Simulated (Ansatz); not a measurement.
Born–Oppenheimer molecular dynamics of AlH₃O₂ (6 atoms, charge 0, multiplicity 1). It goes on from the last frame of an earlier run, with new velocities.

All numbers below come from RKS LDA/6-31G in Ansatz 0.2.0.

```json
{
 "ensemble": "NVE (velocity Verlet)",
 "time step": "1 fs",
 "steps asked": "100",
 "starting velocities drawn for": "500 K",
 "seed": "495231"
}
```

First frame:

```xyz
6
Properties=species:S:1:pos:R:3
Al 0.037 -0.192 0.263
H 0.035 0.778 1.593
O 1.353 -0.348 -0.727
H 2.097 -0.646 -1.220
O -1.505 -0.369 -0.545
H -2.321 -0.458 -1.064
```

How far do the bonds stretch over the last three quarters of this one trajectory? (Pairs bonded in most of those frames.)


```csv
bond,mean (Å),spread (Å),shortest,longest
Al1–H2,1.608,0.054,1.52,1.69
Al1–O3,1.726,0.065,1.59,1.81
Al1–O5,1.735,0.067,1.61,1.85
O3–H4,0.972,0.016,0.94,1.00
O5–H6,0.977,0.019,0.94,1.01
```

Mean temperature of the second half: 659 K. The conserved energy stayed within 0.43 meV per atom of its start (net change -0.42 meV per atom), so the integration is sound. The kinetic energy rose, since the run started high on the potential surface and went downhill. A run of 0.1 ps of so small a system gives no equilibrium averages. Limits of this set-up: no polarisation functions.

Time of the run: 80 s on 1 thread of Arm Neoverse V1 (shared host), peak memory 0.079 GiB.
